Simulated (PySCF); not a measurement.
**Simulated absorption spectrum**

Compound: O₃.
Structure used (GFN2-xTB), in Å, numbered top down from 1:
```
atom  x, y, z in Å
O1    -1.0619   -0.2390   -0.0026
O2    -0.0089    0.4087   -0.0110
O3     1.0823   -0.1722    0.0010
```

Theory: TDDFT CAM-B3LYP/def2-SVPD, vertical, gas phase, core orbitals frozen in the response (PySCF).

Computed states:

```csv
state,E (eV),f
S1,2.09,0.0000
S2,2.60,0.0000
S3,5.55,0.144
S4,9.49,0.0018
S5,9.53,0.0000
S6,9.70,0.0062
S7,10.06,0.0067
S8,10.18,0.018
```

Each state is given a Gaussian of 0.5 eV full width at half maximum, with ε(max) = 2.175×10⁸ f / Δν̃ (Δν̃ the width in cm⁻¹). The width is an assumption, not a result. The curve ends short of the highest state used, and states not computed would add to its high-energy end.

Q: What does the envelope look like, and where are its maxima?

A: 
(E (eV), ε (L mol⁻¹ cm⁻¹)): (1.34, 0), (1.62, 0), (1.90, 0), (2.19, 0), (2.47, 0), (2.76, 0), (3.04, 0), (3.33, 0), (3.61, 0), (3.89, 0), (4.18, 0), (4.46, 0), (4.75, 6), (5.03, 374), (5.32, 4249), (5.60, 7561), (5.88, 2364), (6.17, 113), (6.45, 1), (6.74, 0), (7.02, 0), (7.31, 0), (7.59, 0), (7.87, 0), (8.16, 0), (8.44, 0), (8.73, 0), (9.01, 9), (9.30, 120), (9.58, 417)

Maxima: 223 nm (5.55 eV), ε about 7700, made up of S3 (100%) (ε in L mol⁻¹ cm⁻¹; maxima over ε = 5, shares over 10%). At its high-energy end, 9.58 eV, the curve is still rising (ε about 420, from S4 and S6).

Q: Does any computed singlet lie in the visible range?

A: 2 computed singlets (S1 to S2) lie in the visible range (380 to 750 nm), S1 for one at 594 nm, dark in the vertical dipole picture (f under 0.0005); light of that wavelength is yellow to orange, and its complementary colour is blue to green-blue; a Tamm–Dancoff triplet lies at 644 nm, without intensity as long as spin–orbit coupling is left out.

Q: What would ε be at 5.55 eV, the highest of these maxima, with half the width (0.25 eV)?

A: About 15500 L mol⁻¹ cm⁻¹ against 7750, a factor of about 2.00; a lone state at its own centre would give exactly 2.

Q: On this curve, what absorbance would a 10⁻³ mol/L sample give at 248 nm over a 1 cm path?

A: 248 nm is 4.999 eV, where ε is about 260 L mol⁻¹ cm⁻¹, so A = ε c l ≈ 0.26 (Beer–Lambert, with the gas-phase spectrum and the assumed width).
